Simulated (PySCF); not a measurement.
## How far are cheaper levels from CCSD(T)/CBS for LiF?

PySCF; the state is a singlet (closed shell). The composite is CCSD(T) extrapolated to the basis-set limit from two correlation-consistent sets, with core-valence (CV) and scalar-relativistic (SR) terms as its label shows; it has no spin–orbit coupling and nothing beyond (T). Here it is CCSD(T)/CBS(TQ)+CV+SR. It gives Re = 1.566 Å, ωe = 910 cm⁻¹ and De = 6.03 eV to Li + F.

| level | basis | relativity | Re (Å) | ωe (cm⁻¹) | De (eV) |
| --- | --- | --- | --- | --- | --- |
| RHF | def2-SVPD | no relativity | 1.576 | 925 | 4.13 |
| RHF-CCSD(T) | jorge-DZP-DKH | spin-free X2C | 1.620 | 877 | 5.27 |
| PBE | cc-pVDZ | no relativity | 1.586 | 959 | 5.92 |
| PBE | jorge-DZP-DKH | spin-free X2C | 1.616 | 870 | 5.76 |
| TPSS | x2c-TZVPPall | spin-free X2C | 1.574 | 902 | 5.79 |
| r²SCAN | 3-21G | no relativity | 1.539 | 1032 | 5.55 |
| r²SCAN | def2-SVPD | no relativity | 1.589 | 887 | 5.99 |
| PBE0 | cc-pVDZ | no relativity | 1.578 | 982 | 5.56 |
| M06 | 3-21G | no relativity | 1.533 | 1008 | 5.66 |
| BHandHLYP | jorge-DZP-DKH | spin-free X2C | 1.593 | 915 | 5.25 |

Question: Give the difference of each row from the composite.

Answer: 

| level | basis | ΔRe (pm) | Δωe (%) | ΔDe (eV) |
| --- | --- | --- | --- | --- |
| RHF | def2-SVPD | +1.0 | +1.6 | -1.90 |
| RHF-CCSD(T) | jorge-DZP-DKH | +5.4 | -3.6 | -0.76 |
| PBE | cc-pVDZ | +2.0 | +5.4 | -0.11 |
| PBE | jorge-DZP-DKH | +5.0 | -4.4 | -0.27 |
| TPSS | x2c-TZVPPall | +0.8 | -0.9 | -0.24 |
| r²SCAN | 3-21G | -2.7 | +13.4 | -0.48 |
| r²SCAN | def2-SVPD | +2.3 | -2.5 | -0.04 |
| PBE0 | cc-pVDZ | +1.2 | +7.9 | -0.47 |
| M06 | 3-21G | -3.3 | +10.8 | -0.37 |
| BHandHLYP | jorge-DZP-DKH | +2.7 | +0.5 | -0.78 |

Question: Which rows come closest in De?

Answer: r²SCAN in def2-SVPD (-0.04 eV), counted from the composite.

Correlated steps freeze the inner cores (1 to 2 orbitals); shallow outer-core shells are correlated. Correlated levels converge slowly with the basis: in double zeta they bind strong bonds too weakly, by up to about 1 eV, and carry superposition errors of some tenths. Where the molecule has an RHF reference, its open-shell atoms are computed with UHF. 3-21G is very small, so such numbers show the basis as much as the molecule.
